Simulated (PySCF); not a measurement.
**A diatomic session: LiAl+**

One table from this session's results is given with a row withheld; the runs are named, their logs left out.

Method: Li def2-SVPD, Al def2-SVPD, no relativity; program: PySCF 2.14.0.

The first run:

The job is set up so:

```
atoms                         : Li, Al
charge                        : 1
basis                         : Li def2-SVPD, Al def2-SVPD
Hamiltonian                   : no relativity
basis functions               : 36
electrons treated             : 15
masses in u                   : 7.0160, 26.9815
levels                        : PBE0, PBE, r²SCAN, TPSS, M06, B97-3, CAM-B3LYP, HF, MP2, SCS-MP2, CCSD, CCSD(T)
grid                          : 80 radial by 434 angular points
occupations                   : held fixed by the projection of orbital angular momentum
dissociation limit            : Li+ + Al, each in its ground configuration
starting distance in angstrom : 2.580
values of 2S to try           : 1, 3
```

Started as:

```console
$ OMP_NUM_THREADS=1 python dia.py task.json out
```

Steps of the session up to this table: Input; First curve: PBE0; Higher solutions at PBE0; PBE (GGA); r²SCAN; TPSS (meta-GGA); M06 (hybrid meta-GGA); B97-3; CAM-B3LYP; UHF; MP2 and coupled cluster.

One of the session's tables, all rows but one given; the rest of the session is left out.

Energy (eV) from each level's lowest point:

```
R (Å)    UHF  UHF-MP2  UHF-SCS-MP2  UHF-CCSD  UHF-CCSD(T)
2.656  0.142    0.145        0.146       n/a          n/a
2.779  0.067    0.070        0.071     0.072        0.071
2.903      ?        ?            ?         ?            ?
2.995  0.007    0.008        0.009     0.009        0.009
3.088  0.000    0.000        0.001     0.001        0.001
3.181  0.001    0.000        0.000     0.000        0.000
3.304  0.013    0.010        0.009     0.009        0.009
3.459  0.039    0.034        0.033     0.033        0.033
3.644  0.085    0.077        0.075     0.076        0.076
3.891  0.161    0.149        0.148       n/a          n/a
```

Q: Estimate the row for R (Å) = 2.903 from the others.

Worked estimate for «UHF». A straight line through the neighbours (2.779, 0.067) and (2.995, 0.007) gives 0.067 + (0.007 − 0.067) × (2.903 − 2.779) / (2.995 − 2.779) = 0.033; a parabola fitted to 4 rows on both sides gives 0.022.

**Answer.** UHF: 0.024; UHF-MP2: 0.026; UHF-SCS-MP2: 0.027; UHF-CCSD: 0.028; UHF-CCSD(T): 0.027. In «UHF» the line misses by +0.009 and the parabola by -0.002.
